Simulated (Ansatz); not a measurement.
Results of r²SCAN+rVV10 (plane waves, PAW; Ansatz, a program for electronic structure) for Nd2S3 (Pnma, No. 62; cell taken from a computed entry).

Numerical settings: plane-wave cutoff 500 eV, 6×10×4 k mesh (along the axes of the cell as run), Fermi–Dirac smearing 0.05 eV, spin-polarised start, scalar-relativistic PAW data made under PBE.

Computed at the level's own relaxed cell.

**Question.** What does this level give for the volume per atom?

**Answer.** 
* **volume per atom**: 23.18 Å³/atom

Note: the magnetic order was assumed, not searched for or taken from measurement; the relaxation could not lower the start's symmetry, so the cell can be a saddle point above a distorted one; the 4f shell is treated without U or exact exchange, so its levels and filling can be wrong.

Spin–orbit coupling is not included.
